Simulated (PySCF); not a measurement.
Molecule: SMILES OCC(F)F, C2H4F2O.

Geometry (Å), atoms numbered from 1 in this order:
```xyz
9

O     1.427    0.516    0.501
C     0.573   -0.470    0.020
C    -0.858    0.008   -0.060
F    -1.338    0.319    1.158
F    -0.887    1.145   -0.810
H     1.272    1.311   -0.023
H     0.617   -1.330    0.706
H     0.858   -0.837   -0.988
H    -1.531   -0.732   -0.529
```

Geometry PBE0-D3(BJ)/def2-SVP throughout; GIAO in PySCF 2.14.0 with density-fitted response routines, gas phase, one conformer, non-relativistic; equivalent atoms averaged; functional PBE0.

For orientation, 6-311+G(2d,p) gives these shifts δ (against H2O, TMS, CFCl3 at the same level): O1 -1.8, C3 116.3, C2 64.2, F4/F5 -149.0, H9 5.74, H7/H8 3.72, H6 0.64 ppm.

A run gave: O1 -0.9, C3 122.1, C2 67.5, F4/F5 -146.8, H9 5.71, H7/H8 3.68, H6 1.04 ppm (shifts δ (against H2O, TMS, CFCl3 at the same level)).

Task: Which basis set was used in that run?
A. cc-pVDZ
B. 6-31G*
C. pcSseg-1
D. pcSseg-2

Result: D. C3 tells them apart best: pcSseg-2 gives 122.1, 6-31G* gives 112.5, cc-pVDZ gives 114.7, pcSseg-1 gives 118.3 ppm.
